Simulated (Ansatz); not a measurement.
# Scan of [H···H···CH2], triplet

All five atoms lie in one plane.

Starting geometry:

```xyz
5

H    -1.9595    0.0000    0.0000
H    -1.2145    0.0000    0.0000
C     0.1685    0.0000    0.0000
H     0.5830    0.0000    0.9962
H     0.5830    0.0000   -0.9962
```

From there H2 is moved from one fragment to the other while all else, the fragments' distance too, stays fixed; atoms are numbered as listed. Energies are in kcal/mol, counted from the starting geometry at the same level. Kohn–Sham curves are unrestricted where that lies lower.

Basis cc-pVDZ; Ansatz 0.2.0. Correlated methods freeze the noble-gas cores.

In so small a basis the reference is far from its limit while semilocal and hybrid functionals are nearer theirs (RPA and double hybrids share much of the reference's basis error), so the functionals' errors here hold much of the reference's basis and frozen-core error, which can add to them or hide them.

Full CI is exact within this basis and frozen core; it isn't the basis-set limit.

```csv
distance H1-H2 (Å),full CI,SPW92,PBE,r2SCAN,B97M-V,PBE0,B3LYP,wB97M-V,B2PLYP,RPA-PBE
0.693,3.6,5.5,4.8,4.3,4.2,4.3,4.2,4.0,3.9,3.9
0.745,0.0,0.0,0.0,0.0,0.0,0.0,0.0,0.0,0.0,0.0
0.787,-1.8,-3.1,-2.6,-2.3,-2.3,-2.3,-2.3,-2.1,-2.1,-2.0
0.829,-3.2,-5.4,-4.5,-4.1,-3.9,-4.1,-3.9,-3.6,-3.6,-3.5
0.871,-4.2,-7.0,-5.9,-5.4,-5.2,-5.4,-5.1,-4.8,-4.9,-4.6
0.912,-5.1,-8.1,-6.8,-6.4,-6.1,-6.4,-6.0,-5.6,-5.9,-5.4
0.954,-5.7,-8.6,-7.3,-7.0,-6.7,-7.0,-6.5,-6.2,-6.6,-5.9
0.996,-6.0,-8.5,-7.2,-7.1,-6.7,-7.2,-6.6,-6.2,-6.9,-6.0
1.038,-5.5,-7.4,-6.3,-6.5,-6.0,-6.6,-5.9,-5.6,-6.4,-5.3
```

(1) Judged by the spread of the error over the points with a reference (largest less smallest), which of these follows full CI best and which worst?

Results:

(1) Subtracting the full CI column from each: best RPA-PBE (errors from -0.4 to 0.3, spread 0.7 kcal/mol), worst SPW92 (from -3.0 to 1.9, spread 4.9 kcal/mol). Functionals and wave-function methods converge differently with the basis, so part of this is basis effect.
